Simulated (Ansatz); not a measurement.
```yaml
crystal:
  periodic: [false, false, false]
  atoms:
    - {symbol: N, position_ang: [-1.246534, -0.370478, 0.415359]}
    - {symbol: C, position_ang: [0.017160, 0.032241, -0.041880]}
    - {symbol: N, position_ang: [1.077996, -0.607364, 0.616681]}
    - {symbol: C, position_ang: [0.190552, 0.923875, -0.996332]}
    - {symbol: S, position_ang: [0.396231, 1.981664, -2.128788]}
    - {symbol: H, position_ang: [-2.001177, 0.167817, 0.016347]}
    - {symbol: H, position_ang: [-1.398397, -1.363283, 0.276267]}
    - {symbol: H, position_ang: [1.074320, -0.414399, 1.612079]}
    - {symbol: H, position_ang: [1.978550, -0.396274, 0.213067]}
basis:
  gaussian: {orbitals: x2c-TZVPPall}
hamiltonian: {xc: {name: CCSD(T)}, dispersion: d4}
output: {forces: true}
```

```sh
$ ansatz run in.yaml --threads 2 --pin off --events-out ev --progress --plain --max-ram 4352MiB
```

Shortened log:

```
Error: YAML parse error: error: line 15 column 19: hamiltonian.xc: no functional is named "CCSD(T)"; the names, which are not case-sensitive, are SVWN5, SPW92, PBE, PBE0, PBEsol, revPBE, revPBE0, RPBE, rPW86-PBE, HSE06, wPBEh, LC-wPBE, HISS, HF, BLYP, B3LYP, B3LYP5, BHLYP, CAM-B3LYP, r2SCAN, r2SCANh, r2SCAN0, r2SCAN50, m-r2SCAN, B97, wB97, wB97X, wB97X-V, B97M-V, wB97M-V, B2PLYP, B2GP-PLYP, PBE0-DH, PBE-QIDH
13 | basis:
14 |   gaussian: {orbitals: x2c-TZVPPall}
15 | hamiltonian: {xc: {name: CCSD(T)}, dispersion: d4}
16 | output: {forces: true}
```

Question: Something in this input is off. What?

Answer: The method's name isn't one that the program takes here. The program refused the input.

HSE06 is defined as in plane-wave codes.
